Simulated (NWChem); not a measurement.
Everything below was run with NWChem. System: CH₂, charge 0, spin multiplicity 1, at a geometry optimised with B3LYP/def2-SVP. The structure started from a generated list of species. Level: HF/Sadlej pVTZ.

The NWChem input:

```
start mol
memory heap 200 mb stack 900 mb global 1100 mb
geometry units angstroms nocenter noautoz
  C      0.000000     0.000000     0.179936
  H      0.862169     0.000000    -0.539807
  H     -0.862169     0.000000    -0.539807
  symmetry group C2v
end
basis spherical
  * library sadlej_pvtz
end
dft
  xc hfexch
  semidirect memsize 60000000 filesize 0
  iterations 100
end
property
  dipole
  response 1 0.0773
end
task dft property
```

NWChem printed:

```
             Northwest Computational Chemistry Package (NWChem) 7.3.0
             --------------------------------------------------------

                                NWChem Input Module
                                -------------------

 Scaling coordinates for geometry "geometry" by  1.889725989
 (inverse scale =  0.529177249)

 Turning off AUTOSYM since
 SYMMETRY directive was detected!

                             Geometry "geometry" -> ""
                             -------------------------

 Output coordinates in angstroms (scale by  1.889725989 to convert to a.u.)

  No.       Tag          Charge          X              Y              Z
 ---- ---------------- ---------- -------------- -------------- --------------
    1 C                    6.0000     0.00000000     0.00000000     0.17993600
    2 H                    1.0000     0.86216900     0.00000000    -0.53980700
    3 H                    1.0000    -0.86216900     0.00000000    -0.53980700

 Effective nuclear repulsion energy (a.u.)       5.9609673148

            Nuclear Dipole moment (a.u.)
            ----------------------------
        X                 Y               Z
 ---------------- ---------------- ----------------
     0.0000000000     0.0000000000     0.0000037795

      Symmetry information
      --------------------

 Group name             C2v
 Group number             16
 Group order               4
 No. of unique centers     2

      Symmetry unique atoms

     1    2


 Summary of "ao basis" -> "" (spherical)
 ------------------------------------------------------------------------------
       Tag                 Description            Shells   Functions and Types
 ---------------- ------------------------------  ------  ---------------------
 *                        sadlej_pvtz                 on all atoms

  xc_inp: hfexch multiplicative factor not found.
                              NWChem Property Module
                              ----------------------

                                 NWChem DFT Module
                                 -----------------

 Summary of "ao basis" -> "ao basis" (spherical)
 ------------------------------------------------------------------------------
       Tag                 Description            Shells   Functions and Types
 ---------------- ------------------------------  ------  ---------------------
 C                        sadlej pvtz               10       24   5s3p2d
 H                        sadlej pvtz                5        9   3s2p

 Summary of "ao basis" -> "ao basis" (spherical)
 ------------------------------------------------------------------------------
       Tag                 Description            Shells   Functions and Types
 ---------------- ------------------------------  ------  ---------------------
 C                        sadlej pvtz               10       24   5s3p2d
 H                        sadlej pvtz                5        9   3s2p

            General Information
            -------------------
          SCF calculation type: DFT
          Wavefunction type:  closed shell.
          No. of atoms     :     3
          No. of electrons :     8
           Alpha electrons :     4
            Beta electrons :     4
          Charge           :     0
          Spin multiplicity:     1
          Use of symmetry is: off; symmetry adaption is: off
          Maximum number of iterations: 100
          AO basis - number of functions:    42
                     number of shells:    20
          Convergence on energy requested:  1.00D-06
          Convergence on density requested:  1.00D-05
          Convergence on gradient requested:  5.00D-04

              XC Information
              --------------
                     Hartree-Fock (Exact) Exchange  1.000

          Convergence Information
          -----------------------
          Convergence aids based upon iterative change in
          total energy or number of iterations.
          Levelshifting, if invoked, occurs when the
          HOMO/LUMO gap drops below (HL_TOL):  1.00D-02
          DIIS, if invoked, will attempt to extrapolate
          using up to (NFOCK): 10 stored Fock matrices.

                    Damping( 0%)  Levelshifting(0.5)       DIIS
                  --------------- ------------------- ---------------
          dE  on:    start            ASAP                start
          dE off:    2 iters        100 iters           100 iters

      Screening Tolerance Information
      -------------------------------
          Density screening/tol_rho:  1.00D-10
          AO Gaussian exp screening on grid/accAOfunc:  14
          CD Gaussian exp screening on grid/accCDfunc:  20
          XC Gaussian exp screening on grid/accXCfunc:  20
          Schwarz screening/accCoul:  1.00D-08

      Superposition of Atomic Density Guess
      -------------------------------------

 Sum of atomic energies:         -38.66889062

      Non-variational initial energy
      ------------------------------

 Total energy =     -38.700349
 1-e energy   =     -62.882938
 2-e energy   =      18.221621
 HOMO         =      -0.256990
 LUMO         =      -0.138387

------------------------------------------------------------
EAF file 0: "./mol.aoints.0" size=524288 bytes
------------------------------------------------------------
               write      read    awrite     aread      wait
               -----      ----    ------     -----      ----
     calls:        1         0         0         0         0
   data(b): 5.24e+05  0.00e+00  0.00e+00  0.00e+00
   time(s): 0.00e+00  0.00e+00  0.00e+00  0.00e+00  0.00e+00
rate(mb/s): 0.00e+00  0.00e+00
------------------------------------------------------------

   convergence    iter        energy       DeltaE   RMS-Dens  Diis-err    time
 ---------------- ----- ----------------- --------- --------- ---------  ------
 d= 0,ls=0.0,diis     1    -38.8713648039 -4.48D+01  8.07D-03  6.55D-02     0.1
 d= 0,ls=0.0,diis     2    -38.8845353308 -1.32D-02  2.03D-03  4.95D-03     0.1
 d= 0,ls=0.0,diis     3    -38.8854969113 -9.62D-04  9.48D-04  3.90D-04     0.1
 d= 0,ls=0.0,diis     4    -38.8856587598 -1.62D-04  3.22D-04  3.02D-05     0.1
 d= 0,ls=0.0,diis     5    -38.8856756217 -1.69D-05  8.82D-05  1.62D-06     0.1
  Resetting Diis
 d= 0,ls=0.0,diis     6    -38.8856766514 -1.03D-06  8.28D-06  2.54D-08     0.1
 d= 0,ls=0.0,diis     7    -38.8856766625 -1.11D-08  9.30D-07  4.38D-10     0.1

         Total DFT energy =      -38.885676662458
      One electron energy =      -63.389070011580
           Coulomb energy =       24.318148227713
    Exchange-Corr. energy =       -5.775722193398
 Nuclear repulsion energy =        5.960967314807

 Numeric. integr. density =        0.000000000000

     Total iterative time =      0.1s

                       DFT Final Molecular Orbital Analysis
                       ------------------------------------

 Vector    2  Occ=2.000000D+00  E=-8.892430D-01
              MO Center= -3.0D-09,  2.4D-17, -1.9D-01, r^2= 8.7D-01
   Bfn.  Coefficient  Atom+Function         Bfn.  Coefficient  Atom+Function
  ----- ------------  ---------------      ----- ------------  ---------------
     3      0.426685  1 C  s                 25      0.277940  2 H  s
    34      0.277940  3 H  s                  4      0.247611  1 C  s
     2     -0.202106  1 C  s                  8     -0.134906  1 C  pz
     1     -0.086882  1 C  s                 11      0.065947  1 C  pz
    26      0.058830  2 H  s                 35      0.058830  3 H  s

 Vector    3  Occ=2.000000D+00  E=-5.569082D-01
              MO Center=  3.0D-09, -4.6D-16, -1.9D-01, r^2= 1.2D+00
   Bfn.  Coefficient  Atom+Function         Bfn.  Coefficient  Atom+Function
  ----- ------------  ---------------      ----- ------------  ---------------
     6      0.496512  1 C  px                25      0.361123  2 H  s
    34     -0.361123  3 H  s                 26      0.267859  2 H  s
    35     -0.267859  3 H  s                 27      0.176201  2 H  s
    36     -0.176201  3 H  s                 12     -0.122490  1 C  px
    18      0.056892  1 C  d  1              23     -0.055971  1 C  d  1

 Vector    4  Occ=2.000000D+00  E=-3.994427D-01
              MO Center=  5.0D-09, -2.3D-16,  3.9D-01, r^2= 1.2D+00
   Bfn.  Coefficient  Atom+Function         Bfn.  Coefficient  Atom+Function
  ----- ------------  ---------------      ----- ------------  ---------------
     8      0.569775  1 C  pz                 4      0.425410  1 C  s
     3      0.241523  1 C  s                 11      0.211057  1 C  pz
    25     -0.182548  2 H  s                 34     -0.182548  3 H  s
     5      0.155085  1 C  s                 26     -0.109374  2 H  s
    35     -0.109373  3 H  s                  2     -0.105202  1 C  s

 Vector    5  Occ=0.000000D+00  E= 2.491831D-02
              MO Center= -1.6D-08,  4.1D-14, -7.4D-03, r^2= 4.6D+00
   Bfn.  Coefficient  Atom+Function         Bfn.  Coefficient  Atom+Function
  ----- ------------  ---------------      ----- ------------  ---------------
    13      0.630283  1 C  py                 7      0.394848  1 C  py
    10      0.330627  1 C  py                21     -0.130805  1 C  d -1
    32     -0.079792  2 H  py                41     -0.079792  3 H  py
    29      0.031800  2 H  py                38      0.031800  3 H  py

 Vector    6  Occ=0.000000D+00  E= 3.530607D-02
              MO Center= -1.6D-07, -3.7D-14, -9.6D-01, r^2= 1.5D+01
   Bfn.  Coefficient  Atom+Function         Bfn.  Coefficient  Atom+Function
  ----- ------------  ---------------      ----- ------------  ---------------
     5      4.378649  1 C  s                 27     -2.053840  2 H  s
    36     -2.053840  3 H  s                 26     -1.073524  2 H  s
    35     -1.073524  3 H  s                  4      0.819871  1 C  s
    14     -0.767740  1 C  pz                11     -0.475807  1 C  pz
    33     -0.217021  2 H  pz                42     -0.217021  3 H  pz

 Vector    7  Occ=0.000000D+00  E= 5.728599D-02
              MO Center=  1.5D-07,  2.4D-15, -1.5D+00, r^2= 1.8D+01
   Bfn.  Coefficient  Atom+Function         Bfn.  Coefficient  Atom+Function
  ----- ------------  ---------------      ----- ------------  ---------------
    27      8.010980  2 H  s                 36     -8.010980  3 H  s
    12     -3.950605  1 C  px                26      3.373765  2 H  s
    35     -3.373765  3 H  s                  9     -1.736063  1 C  px
    23     -0.951143  1 C  d  1              31     -0.832201  2 H  px
    40     -0.832201  3 H  px                33      0.628280  2 H  pz

 center of mass
 --------------
 x =   0.00000000 y =   0.00000000 z =   0.14442554

 moments of inertia (a.u.)
 ------------------
           3.192535213926           0.000000000000           0.000000000000
           0.000000000000           8.543075042059           0.000000000000
           0.000000000000           0.000000000000           5.350539828133

     Multipole analysis of the density
     ---------------------------------

     L   x y z        total         alpha         beta         nuclear
     -   - - -        -----         -----         ----         -------
     0   0 0 0     -0.000000     -4.000000     -4.000000      8.000000

     1   1 0 0     -0.000000     -0.000000     -0.000000      0.000000
     1   0 1 0      0.000000      0.000000      0.000000      0.000000
     1   0 0 1     -0.731902     -0.365953     -0.365953      0.000004

     2   2 0 0     -5.411234     -5.360116     -5.360116      5.308997
     2   1 1 0     -0.000000     -0.000000     -0.000000      0.000000
     2   1 0 1     -0.000000     -0.000000     -0.000000      0.000000
     2   0 2 0     -4.732881     -2.366440     -2.366440      0.000000
     2   0 1 1      0.000000      0.000000      0.000000      0.000000
     2   0 0 2     -7.176801     -4.975839     -4.975839      2.774878

 *** CALLING NEW AORESP DRIVER FOR CLOSED AND OPEN SHELLS ***
 Entering AOResponse driver routine

--------------------------------------------------------------------------------

          ****************
          *** RESPONSE ***
          ****************

 Response module for NWChem and dynamic CPKS solver

          -----------------------------------------------
          Solving response equations for perturbing field
          -----------------------------------------------

 number of frequencies:     1
 frequency in a.u.:  0.7730000E-01
 Perturbing field: electric
 Using El. Dipole Length Gauge

 Setting up CPKS with frequency omega =      0.07730000 a.u.

                            NWChem Dynamic CPHF Module
                            --------------------------

    scftype = RHF
    nclosed =    4
      nopen =    0
  variables =      304
  num. vecs =        3
  tolerance =   1.0D-04
  max. iter =   50

 SCF residual:    1.1644201129638518E-005

Iterative solution of linear equations
  No. of variables      304
  No. of equations        3
  Maximum subspace       30
       Convergence  1.0D-04

 ga_lkain filestub:cphf_sol
 ga_lkain filesoln:./mol.cphf_sol

   iter   nsub   residual    time
   ----  ------  --------  ---------
     1      3    1.17D+00       0.5
     2      6    8.25D-01       0.8
     3      9    7.80D-01       1.1
     4     12    8.06D+00       1.4
     5     15    4.11D-01       1.7
     6     18    1.05D-01       1.9
     7     21    1.74D-02       2.2
     8     24    3.06D-03       2.5
     9     27    3.46D-04       2.8
    10     30    6.24D-05       3.1

 Electric Dipole Response Matrix (nonzero elements):

              1        2        3
    1   16.9851   0.0000   0.0000
    2    0.0000   8.2775  -0.0000
    3    0.0000  -0.0000  17.8772

 ------------------------------------------
 average:        14.37995 + I       0.00000

 DFT Linear Response polarizability / au
 Frequency  =       0.0773000 / au
 Wavelength =     589.4353558 / nm
              X              Y              Z
 -----------------------------------------------
 X      16.9851071      0.0000000      0.0000003
 Y       0.0000000      8.2775244     -0.0000000
 Z       0.0000003     -0.0000000     17.8772076
 -----------------------------------------------
 Eigenvalues =      16.9851071      8.2775244     17.8772076
 Isotropic   =      14.3799464
 Anisotropic =       9.1861787
 -----------------------------------------------

 Magnetic Dipole Response Matrix (nonzero elements):
 Optical rotation tensor Beta

              1        2        3
    1   -0.0000   2.8271  -0.0000
    2  150.9508  -0.0000  -0.0000
    3    0.0000   0.0000   0.0000

 ------------------------------------------
 average:        -0.00000 + I       0.00000

 Exiting AOResponse driver routine

          -------------
          Dipole Moment
          -------------

 Center of charge (in au) is the expansion point
         X =       0.0000000 Y =       0.0000000 Z =       0.0000005

   Dipole moment        0.7319021753 A.U.
             DMX       -0.0000000190 DMXEFC        0.0000000000
             DMY        0.0000000000 DMYEFC        0.0000000000
             DMZ       -0.7319021753 DMZEFC        0.0000000000
   -EFC- dipole         0.0000000000 A.U.
   Total dipole         0.7319021753 A.U.

   Dipole moment        1.8603238302 Debye(s)
             DMX       -0.0000000483 DMXEFC        0.0000000000
             DMY        0.0000000000 DMYEFC        0.0000000000
             DMZ       -1.8603238302 DMZEFC        0.0000000000
   -EFC- dipole         0.0000000000 DEBYE(S)
   Total dipole         1.8603238302 DEBYE(S)

 1 a.u. = 2.541766 Debyes

 Task  times  cpu:        3.1s     wall:        3.1s

 Total times  cpu:        3.1s     wall:        3.1s
```
